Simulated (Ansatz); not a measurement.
For diamond, LDA (PAW; Ansatz, a program for electronic structure) gives:

- lattice constant a = 3.532 Å
- bulk modulus = 468 GPa
- cohesive energy = 8.95 eV/atom
- band gap at the measured cell = 4.10 eV

What does PBE0 in Ansatz (PAW) give for the same quantities?


- lattice constant a: 3.545 Å (goes up by 0.4 %)
- bulk modulus: 471 GPa (rises by 0.6 %)
- cohesive energy: 7.63 eV/atom (drops by 1.32 eV/atom)
- band gap at the measured cell: 6.03 eV (goes up by 1.93 eV)

For comparison: lattice constant a 3.553 Å (measured, static lattice: zero-point anharmonic expansion removed, sources range from 3.543 to 3.555; as tabulated in Mejia-Rodriguez and Trickey (2018), arXiv:1807.09216); bulk modulus 455 GPa (measured, 0 K value with the zero-point phonon effect removed; as tabulated in Mejia-Rodriguez and Trickey (2018), arXiv:1807.09216); cohesive energy 7.55 eV/atom (measured, static lattice: zero-point vibration energy added; as tabulated in Mejia-Rodriguez and Trickey (2018), arXiv:1807.09216); band gap 5.48 eV (measured, low temperature, not corrected to a static lattice; as tabulated in arXiv:1206.3780).

Changes are worked out from the printed values.

Unless a cell is named, each level is at its own relaxed cell (LDA 5.51, PBE0 5.57 Å³/atom).

Density-functional gaps are differences of (generalised) Kohn–Sham levels.

Ansatz's density-functional and Hartree–Fock values are scalar-relativistic unless marked +SOC, with PAW data made under PBE.
